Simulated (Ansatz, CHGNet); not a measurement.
For bcc Ta, the machine-learned potential CHGNet 0.3.0 (trained on PBE and PBE+U data) gives:

- lattice parameter a = 3.324 Å
- elastic constant C11 = 237 GPa
- elastic constant C44 = 31.2 GPa
- polycrystal shear modulus = 26.7 GPa

Problem. What does HSE06 (Ansatz, a program for electronic structure, plane waves, PAW) give for the same quantities?

Solution. 
- lattice constant a: 3.306 Å (falls by 0.5 %)
- elastic constant C11: 280 GPa (goes up by 18 %)
- elastic constant C44: 79.0 GPa (goes up by 150 %)
- Voigt–Reuss–Hill shear modulus: 70.2 GPa (grows by 160 %)

For comparison: lattice constant a 3.299 Å (measured, static lattice: zero-point anharmonic expansion removed; as tabulated in Mejia-Rodriguez and Trickey (2018), arXiv:1807.09216); elastic constant C11 266 GPa (measured, 0 K, extrapolated to 0 K; zero-point effects included; as tabulated in Wang et al. (2022), arXiv:2209.12322); elastic constant C44 87.4 GPa (measured, 0 K, extrapolated to 0 K; zero-point effects included; as tabulated in Wang et al. (2022), arXiv:2209.12322).

Changes are worked out from the printed values.

Unless a cell is named, each level is at its own relaxed cell (CHGNet 0.3.0 18.36, HSE06 18.07 Å³/atom).

Levels without +SOC leave out spin–orbit coupling, which shifts energies and cells of such heavy elements.

Caveats: hybrids on metals are sensitive to the k mesh (HSE06); shear constants of such metals converge slowly with the k mesh (HSE06). Ansatz's density-functional and Hartree–Fock values are scalar-relativistic unless marked +SOC, with PAW data made under PBE.
